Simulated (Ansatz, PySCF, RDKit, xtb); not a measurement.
# Solving CH4AlB, step by step

Task: start from the formula CH4AlB, draw up candidate structures, narrow them down in stages, and characterise the one that lies lowest at 298.15 K.

Plan: many cheap relaxations first (GFN2-xTB), then density-functional screening, relaxation at B3LYP/6-31G*, vibrations and a final energy. The numbers are computed, not measured.

4 further runs of the same task are left out: 4 set aside as unsound or not needed.

### Step 1. Drawing up candidates

A program enumerates the bonding patterns with one Lewis structure each (two rings at most, one unusual centre or charged pair), with their diastereomers. O–O, O–halogen and N–halogen bonds and N–N–N chains are not drawn. That gives 21 candidates.

c044 [B][CH2][AlH2]; c169 C=[BH-][AlH+]; c185 B[CH2][Al]; c209 [BH2][AlH][CH] (triplet); c217 C=[B][AlH2]; c275 [B][CH2][AlH2] (triplet); c322 B[CH-][AlH+]; c362 [B+]1[CH2][AlH2-]1; c457 [BH2-]1[CH2][Al+]1; c478 B=[CH][AlH2]; c488 [BH2-]=[C+][AlH2]; c556 C[BH][Al]; c634 [BH2-]1[CH+][AlH]1; c688 [BH2][Al+][CH2-]; c700 [BH]1[CH2][AlH]1; c757 [B][AlH][CH3] (triplet); c813 [B][AlH][CH3]; c831 [BH2][AlH][CH]; c853 [CH+]=[BH-][AlH2]; c866 B[CH2][Al] (triplet); c973 C[BH][Al] (triplet).

Candidates are built by distance geometry, with a force field where one applies, in up to four conformers (letters a to d). 6 starts with atoms placed at random are added, to find patterns that the rules miss.

Q: Predict the outcome of this search (final energies at CCSD(T)/def2-TZVPP).

| quantity | value |
| --- | --- |
| lowest structure found | B[CH2][Al], singlet, Cs |
| next finalist | [H]1[BH]2[CH][AlH]12 ‡, singlet, 7.0 kcal/mol higher in G |
| share at equilibrium, among the finalists | 100.0 % |
| harmonic wavenumbers, lowest and highest (B3LYP/6-31G*) | 173 and 3047 cm⁻¹ |
| rotational constants, same geometry | 1.052, 0.182, 0.1668 cm⁻¹ |
| dipole moment (PBE0/def2-TZVPD) | 1.61 D |
| HOMO energy (PBE0/def2-TZVPD) | -6.12 eV |
| LUMO energy (PBE0/def2-TZVPD) | -1.89 eV |
| HOMO–LUMO gap (PBE0/def2-TZVPD) | 4.23 eV |
| lowest excitation (TD-CAM-B3LYP/def2-SVPD) | 3.26 eV (f = 0.040) |
| strongest of the states computed, same level | 5.94 eV (f = 0.342) |
| lowest triplet excitation, same level, Tamm-Dancoff | 2.09 eV |
| vertical ionisation energy | 8.07 eV |
| vertical electron affinity | 0.34 eV |
| vertical triplet less singlet | +1.99 eV |

`B[CH2][Al]` comes out lowest. The margin of 7.0 kcal/mol over the next finalist is beyond the usual error of the last level; it says nothing of structures that weren't ranked. B3LYP/6-31G*, HF/def2-TZVPP and MP2/def2-TZVPP already put its bonding pattern lowest among the structures in one piece. Lowest found is not proven lowest: the search is finite, and each finalist counts with one conformer. Patterns outside the rules of the enumeration were met only by chance. The lowest isomer need not be the one that is made and kept in a bottle, which depends on barriers.

‡ marks the bonded skeleton alone, with all bonds drawn single: no Lewis structure was assigned that passes a check against the bond lengths.
